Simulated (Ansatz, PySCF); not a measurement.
Reaction (SMILES): [CH2]S (CH3S) → [CH2-]S (an electron is taken up)

Property: adiabatic electron affinity (electronic), in eV. Positive where the reaction releases energy. Terms: 6-31G* and kin with 6d, 5d where marked; spin-orbit terms left out; no dispersion term unless named; non-relativistic; 6-311+G** with 5d, 6d on Na to Ar in Ansatz (an electronic-structure program); valence correlation only; open shells spin-unrestricted; LANL2DZ with its own core potentials from Na on. CBS marks a two-point X^-3 extrapolation of the correlation energy; Hartree-Fock from the larger set. The bracket is a focal-point correction in the basis named. First-principles rows: single points at B3LYP-D3(BJ) geometries (Ansatz). Anions need diffuse functions, which STO-3G, LANL2DZ, def2-SVP, cc-pVDZ and Pople sets without + lack.

Coupled cluster (Ansatz) is a level with limits of its own, used here on species with T1 under 0.025 (0.045 for open shells) and stable references: RI-MP2/CBS(aug-cc-pV(T+d)Z,aug-cc-pV(Q+d)Z)+[CCSD(T)-MP2]/aug-cc-pV(T+d)Z.

Value to compare with, RI-MP2/CBS(aug-cc-pV(T+d)Z,aug-cc-pV(Q+d)Z)+[CCSD(T)-MP2]/aug-cc-pV(T+d)Z (Ansatz): 0.59 eV.

| level | program | adiabatic electron affinity (electronic) (eV) | difference |
|---|---|---|---|
| HF/LANL2DZ | Ansatz | -1.04 | -1.63 |
| HF/6-31G* | Ansatz | -1.32 | -1.91 |
| PBE/STO-3G | Ansatz | -4.85 | -5.44 |
| PBE/LANL2DZ | Ansatz | 0.03 | -0.56 |
| BP86/6-31G* (5d) | PySCF | 0.04 | -0.55 |
| B3LYP/6-31G* | Ansatz | -0.11 | -0.70 |
| B3LYP/6-311+G** | Ansatz | 0.53 | -0.06 |
| M06-2X/6-311+G** | PySCF | 0.52 | -0.07 |
| MP2/STO-3G | Ansatz | -6.09 | -6.68 |
| MP2/6-311+G** | Ansatz | 0.24 | -0.35 |
| M06-2X/def2-TZVPD | PySCF | 0.53 | -0.06 |

Among the 10 habitual levels, MP2/STO-3G lies farthest from RI-MP2/CBS(aug-cc-pV(T+d)Z,aug-cc-pV(Q+d)Z)+[CCSD(T)-MP2]/aug-cc-pV(T+d)Z (Ansatz) (-6.68 eV); 0 of 10 lie above it, and their mean absolute difference is 1.79 eV, the median 0.63. One case shows no general order.

The levels are drawn from those run, B3LYP/6-31G* more often than the rest, none by its result; runs whose electronic state is in doubt are left out.
